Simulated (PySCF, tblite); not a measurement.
# C₃H₈N₂: infrared bands, NMR shifts and spin-spin couplings

Aim: predict the infrared bands, NMR shifts and spin-spin couplings of C₃H₈N₂ (`CC(C)=NN`).

The runs use tblite 0.8.0 and PySCF 2.14.0, with density-fitted response routines of our own; the level of theory stands in each step. All values are computed, except where a source is named. Atoms count from 0, in the outputs and in this text.

## (1) The starting structure

13 atoms, charge 0, multiplicity 1; geometry from: GFN2-xTB.

Bonds of the start (Å): C0–C1 1.50, C1–C2 1.51, C1–N3 1.27, N3–N4 1.36, C0–H5 1.09, C0–H6 1.09, C0–H7 1.09, C2–H8 1.09, C2–H9 1.09, C2–H10 1.09, N4–H11 1.02, N4–H12 1.01.

## (2) Infrared spectrum with GFN2-xTB

The job: settings as JSON, then the geometry in Å.

```
{"job": {"kind": "ir", "xc": "GFN2-xTB", "basis": "xTB"}, "charge": 0, "multiplicity": 1}
C     -0.997796     1.433135    -0.253416
C     -0.080563     0.262808    -0.091258
C     -0.698380    -1.040868     0.352589
N      1.148634     0.447112    -0.340923
N      2.052258    -0.566929    -0.308822
H     -1.766773     1.206345    -0.991330
H     -1.493348     1.658016     0.690584
H     -0.433398     2.301271    -0.579090
H     -1.752530    -0.906477     0.574976
H     -0.596631    -1.792750    -0.430883
H     -0.199815    -1.420331     1.247663
H      1.830589    -1.375049     0.268217
H      2.983367    -0.205797    -0.156036
```

**Question.** This job is followed by: GIAO PBE0/pcSseg-1 NMR shielding, non-relativistic, gas phase; B3LYP/pcJ-1 indirect spin-spin coupling, non-relativistic, gas phase. What will the session give for the following? strongest single infrared mode (GFN2-xTB); zero-point energy (GFN2-xTB); 13C shifts against TMS (PBE0/pcSseg-1); 1H shifts against TMS (PBE0/pcSseg-1, means over atoms taken as alike); 15N shifts against NH3 (PBE0/pcSseg-1); largest coupling of the table (B3LYP/pcJ-1).

**Answer**, as computed:

| quantity | value |
| --- | --- |
| strongest single infrared mode (GFN2-xTB) | 703 cm⁻¹, 324 km/mol |
| zero-point energy (GFN2-xTB) | 69.4 kcal/mol |
| 13C shifts against TMS (PBE0/pcSseg-1) | 138.4, 29.6, 13.8 ppm |
| 1H shifts against TMS (PBE0/pcSseg-1, means over atoms taken as alike) | 4.90, 1.97, 1.64 ppm |
| 15N shifts against NH3 (PBE0/pcSseg-1) | 364.3, 119.9 ppm |
| largest coupling of the table (B3LYP/pcJ-1) | 1J(C,H) C0–H5, 132.6 Hz |

No mode is imaginary among the 33: a minimum at this level. The strongest single mode, at 703 cm⁻¹, is spread over several atoms, H11, H12, N4 among them. GFN2-xTB is a fitted tight-binding method: band positions and strengths are rough. Its intensities can rank the bands wrongly. At PBE0/pcSseg-1: Shielding is most anisotropic at N3 (span 579 ppm, paramagnetic term -420 ppm). In the run at B3LYP/pcJ-1, the largest coupling of the table is C0–H5 (mean over like pairs), 132.6 Hz, of which the Fermi-contact term gives 130.8 Hz.
